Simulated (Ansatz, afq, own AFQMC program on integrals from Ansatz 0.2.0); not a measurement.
**GeH3O, doublet: AFQMC among the cluster methods**

```xyz
5

Ge   -0.0355   -0.0143    0.3240
O     0.0804    0.1095   -1.4538
H     0.7510   -1.2726    0.7957
H     0.6191    1.2927    0.8260
H    -0.0874   -0.7275   -1.8934
```

Connectivity, by distances: GeH2–OH.

Basis cc-pVDZ. Noble-gas cores (and the filled d shells of Ga–Kr and In–Xe) are frozen. AFQMC by an in-house program on the Cholesky factors that Ansatz 0.2.0 writes for its CCSD(T) run. The CISD trial takes its coefficients from CCSD amplitudes. Released means that phaseless walkers are propagated on without the constraint, phases kept. Free projection: walkers drawn from exp(T), propagated without any constraint. Its projection time is finite, and what remains of the start isn't in its error. Error bars are statistical, one sigma. No spin–orbit coupling.

Determinant: UHF, the one that the program's search chose, which needn't be the lowest solution. The geometry is a point of a scan.

No full CI on the walks' own integrals is used here. The released AFQMC energy serves as the reference, which it does only where one determinant dominates, the energy is flat over the last release times and near the phaseless one (40 meV or 2 meV an electron, half that with transition metals). On small molecules, where full CI could be run and the noise was under 10 meV, such values lay within 10 meV of it in 19 cases of 20, a flattering rate, since the rule was set on those same cases; what remains of the bias isn't in the error bar.

Cautions: no relativity below Rb; no spin-orbit coupling; inner d shell frozen; the released value is read at 2.40 1/Eh with a noise of 21 meV, more than in the cases checked (meV from the phaseless value at times in 1/Eh: -5 ± 15 at 0.24, -6 ± 14 at 0.51, -42 ± 12 at 0.99, -8 ± 14 at 1.62, -14 ± 21 at 2.40).

- T1 diagnostic: 0.0174
- weight of the determinant in the CISD state: 0.891
- ⟨S²⟩ of the determinant: 0.754
- size of the correlated space: 13 electrons in 41 orbitals

Reference: AFQMC with the constraint released, correlation energy -8.342 ± 0.021 eV.

```json
{"level": "HF", "E − E(reference) (kJ/mol)": "804.9 ± 2.0", "share of correlation (%)": "0.00"}
{"level": "MP2", "E − E(reference) (kJ/mol)": "81.1 ± 2.0", "share of correlation (%)": "89.93"}
{"level": "CCSD", "E − E(reference) (kJ/mol)": "21.6 ± 2.0", "share of correlation (%)": "97.32"}
{"level": "CCSD(T)", "E − E(reference) (kJ/mol)": "4.4 ± 2.0", "share of correlation (%)": "99.46"}
{"level": "ph-AFQMC/HF", "E − E(reference) (kJ/mol)": "-7.8 ± 5.7", "share of correlation (%)": "100.97"}
{"level": "ph-AFQMC/CISD", "E − E(reference) (kJ/mol)": "1.4 ± 2.6", "share of correlation (%)": "99.83"}
{"level": "free AFQMC", "E − E(reference) (kJ/mol)": "1.6 ± 2.7", "share of correlation (%)": "99.80"}
```

Free projections are given only where their last times agree within the noise and don't stop above the reference; a slow remainder of the start can still hide under it. Released energies are given only where the last usable release times agree within the noise; a slower fall can still hide under it.
